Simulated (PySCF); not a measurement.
C4H4F2.
InChI=1S/C4H4F2/c5-2-3-1-4(3)6/h1-2H2

Torsions of this conformer, `[F:1][CH2:2][C:3]1=[C:4]([F:5])[CH2:6]1`: F1–C2–C3–C4 -1°.

The closed-shell ground state was solved at several levels (PySCF, density fitting, gas phase, non-relativistic). One conformer (not necessarily the lowest) at the GFN2-xTB geometry, without solvent, vibrations or thermal averaging.

| level | basis functions | total energy (Eh) | HOMO (eV) | LUMO (eV) | gap (eV) | dipole (D) |
| --- | --- | --- | --- | --- | --- | --- |
| B3LYP/pcJ-1 | 202 | -354.4066 | -7.02 | 0.25 | 7.27 | 2.36 |
| PBE0/def2-SVPD | 158 | -353.7849 | -7.29 | 0.37 | 7.66 | 2.45 |

Q: What might PBE0/pcSseg-1 (122 basis functions) give for the same quantities?

A: Total energy -353.9913 Eh, HOMO -7.24 eV, LUMO 0.50 eV, gap 7.74 eV, dipole 2.37 D.

Q: Over all these levels, which gives the widest orbital gap and which the narrowest?

A: PBE0/pcSseg-1 (global hybrid, 25 % exact exchange) has the widest, 7.74 eV, and B3LYP/pcJ-1 (global hybrid, 20 % exact exchange) the narrowest, 7.27 eV. Functional and basis both differ between the two, so the spread mixes both effects.

Q: How far do the dipole and the HOMO energy spread over the levels?

A: The dipole runs from 2.36 to 2.45 D (mean 2.39 D) and the HOMO from -7.29 to -7.02 eV.
